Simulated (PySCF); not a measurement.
**Basis-set dependence of LiSi at MP2**

PySCF, UHF reference; quartet, unpaired electrons σ ↑, π ↑↑; De to Li + Si without counterpoise correction. Frozen cores follow the default of each basis and core potential.

```json
{"basis": "STO-3G", "relativity": "no relativity", "functions": "14", "Re (Å)": "2.096", "ωe (cm⁻¹)": "718", "De (eV)": "2.78", "frozen orbitals": "5"}
{"basis": "x2c-SVPall", "relativity": "spin-free X2C", "functions": "27", "Re (Å)": "2.377", "ωe (cm⁻¹)": "453", "De (eV)": "1.56", "frozen orbitals": "5"}
{"basis": "def2-SVPD", "relativity": "no relativity", "functions": "36", "Re (Å)": "2.394", "ωe (cm⁻¹)": "447", "De (eV)": "1.71", "frozen orbitals": "5"}
{"basis": "jorge-DZP-DKH", "relativity": "spin-free X2C", "functions": "39", "Re (Å)": "2.407", "ωe (cm⁻¹)": "448", "De (eV)": "1.67", "frozen orbitals": "5"}
{"basis": "def2-TZVPP", "relativity": "no relativity", "functions": "61", "Re (Å)": "2.380", "ωe (cm⁻¹)": "455", "De (eV)": "1.76", "frozen orbitals": "5"}
```

Q: How does each smaller set differ from the one with most functions, def2-TZVPP?

A: STO-3G: -28.4 pm, +57.8 % in ωe, +1.02 eV in De; x2c-SVPall: -0.3 pm, -0.4 % in ωe, -0.20 eV in De; def2-SVPD: +1.4 pm, -1.8 % in ωe, -0.05 eV in De; jorge-DZP-DKH: +2.7 pm, -1.5 % in ωe, -0.09 eV in De. All at MP2; the set with most functions is neither the basis-set limit nor always the best. The rows treat relativity differently, so the differences are not basis effects alone.

Correlated steps freeze 5 core orbitals. Correlated levels converge slowly with the basis: in double zeta they bind strong bonds too weakly, by up to about 1 eV, and carry superposition errors of some tenths. STO-3G is very small, so such numbers show the basis as much as the molecule. The state was picked by a PBE0 search and need not be the measured ground state.
